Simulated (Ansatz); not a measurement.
**Worked example: ideal-gas entropy of C2H3Cl (SMILES C=CCl)**

A singlet with charge 0, relaxed at MP2/aug-cc-pVDZ, 7 core orbitals frozen (Ansatz 0.2.0):

```xyz
6

C    -0.4713    0.2051   -0.5503
C     0.3852   -0.0060    0.4644
Cl    0.9047   -1.6014    0.9465
H    -0.8904   -0.6182   -1.1311
H    -0.7535    1.2306   -0.7978
H     0.8254    0.7899    1.0683
```

Harmonic wavenumbers in cm⁻¹: 395, 628, 730, 906, 961, 1035, 1295, 1401, 1645, 3195, 3254, 3309.

Masses in u: C 12.011, Cl 35.45, H 1.008. Take T = 298.15 K, p = 1 bar, R = 8.3145 J/(mol K), kT/hc = 207.22 cm⁻¹, rigid rotor and harmonic oscillator.

Question: Work out S° at 298 K.

Answer: 
1. Translation (Sackur–Tetrode): S = R[3/2 ln M + 5/2 ln T − 1.1517] with M = 62.496 gives 160.4 J/(mol K).
2. Rotation: principal moments 9.043, 85.980, 95.023 u Å² give A, B, C = 1.8641, 0.1961, 0.1774 cm⁻¹; the symmetry number is σ = 1; q = (√π/σ)√((kT/hc)³/ABC) = 20762; S = R(ln q + 3/2) = 95.1.
3. Vibration: with u = ν̃/207.22, each mode gives R[u/(eᵘ − 1) − ln(1 − e⁻ᵘ)]; the sum is 8.5, most from 395 cm⁻¹ (4.1), 628 cm⁻¹ (1.7), 730 cm⁻¹ (1.1).
4. Spin: R ln 1 = 0.0.
5. Sum: 160.4 + 95.1 + 8.5 + 0.0 = 264.0 J/(mol K).

The tabulated value is 264.0 J/(mol K) (CRC Handbook of Chemistry and Physics): the model is off by 0.0.
